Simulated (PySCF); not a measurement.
# Diatomic anions of B with the third period

PBE0 with double-zeta basis sets in PySCF, for the lowest determinant that a PBE0 search found; no spin–orbit coupling. De refers to high-spin ground-configuration atoms (the charge goes to the atom of lower measured ionisation energy or higher electron affinity, which is not always the lowest computed limit). A positive dipole points towards B; it is taken about the centre of mass and depends on that origin.

```json
{"M": "Al", "basis": "aug-cc-pV(D+d)Z/aug-cc-pVDZ", "charged atom": "Al−", "state (unpaired electrons)": "quartet (σ ↑, π ↑↑)", "Re (Å)": "2.080", "ωe (cm⁻¹)": "594", "De (eV)": "3.28", "μ (D)": "-1.76"}
{"M": "Si", "basis": "aug-cc-pV(D+d)Z/aug-cc-pVDZ", "charged atom": "Si−", "state (unpaired electrons)": "triplet (σ ↑, π ↑)", "Re (Å)": "1.870", "ωe (cm⁻¹)": "818", "De (eV)": "3.59", "μ (D)": "-1.43"}
{"M": "P", "basis": "aug-cc-pVDZ/aug-cc-pV(D+d)Z", "charged atom": "P−", "state (unpaired electrons)": "doublet (σ ↑)", "Re (Å)": "1.706", "ωe (cm⁻¹)": "1051", "De (eV)": "5.40", "μ (D)": "-0.90"}
{"M": "S", "basis": "aug-cc-pVDZ/aug-cc-pV(D+d)Z", "charged atom": "S−", "state (unpaired electrons)": "singlet (closed shell)", "Re (Å)": "1.697", "ωe (cm⁻¹)": "1002", "De (eV)": "6.03", "μ (D)": "-3.72"}
{"M": "Cl", "basis": "aug-cc-pVDZ/aug-cc-pV(D+d)Z", "charged atom": "Cl−", "state (unpaired electrons)": "doublet (π ↑)", "Re (Å)": "1.890", "ωe (cm⁻¹)": "521", "De (eV)": "1.78", "μ (D)": "-5.78"}
```

The shortest bond is that of BS⁻ (1.697 Å), the longest that of AlB⁻ (2.080 Å). BS⁻ is bound most strongly (6.03 eV) and BCl⁻ least (1.78 eV).

The state changes along the series, so neighbouring rows are not always alike in their bonding.

For an ion De counts to the pair picked by the measured ionisation energies or electron affinities, which need not be the lowest pair at this level. The highest Kohn–Sham level is positive in some of these anions. Much of that is self-interaction error, but it also means that the finite basis helps to hold the extra electron. States were picked by a PBE0 search and need not be the measured ground states.
